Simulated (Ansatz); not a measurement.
Isomers of S₃⁺ (doublet), relaxed with PBE-D4/def2-TZVP; total energies from Ansatz at PBE0-D4/def2-TZVP.

| isomer | description | energy (Eh) |
| --- | --- | --- |
| A | point group C2v; 3 × S–S 2.02 to 2.18 Å | -1193.85477 |
| B | point group C2v; 2 × S–S 1.90 Å | -1193.83575 |

The isomers come from a short search, and lower ones may exist.

Problem. Work out the relative energies (1 Eh = 2625.5 kJ/mol) and the Boltzmann populations at 1200 K from electronic energies alone (R = 8.314 J/mol/K).

Solution. ΔE: A 0.0, B 49.9 kJ/mol. RT = 9.98 kJ/mol. Factors exp(−ΔE/RT): A 1, B 0.00674; sum 1.007. Populations: A 99.3 %, B 0.7 %. Zero-point energy, vibrational entropy and symmetry numbers are left out and can shift these; an error of 4 kJ/mol changes a ratio by a factor of 1.5. Over the other density-functional and correlated levels in def2 sets, the gap between A and B ranges from 8 to 48 kJ/mol.
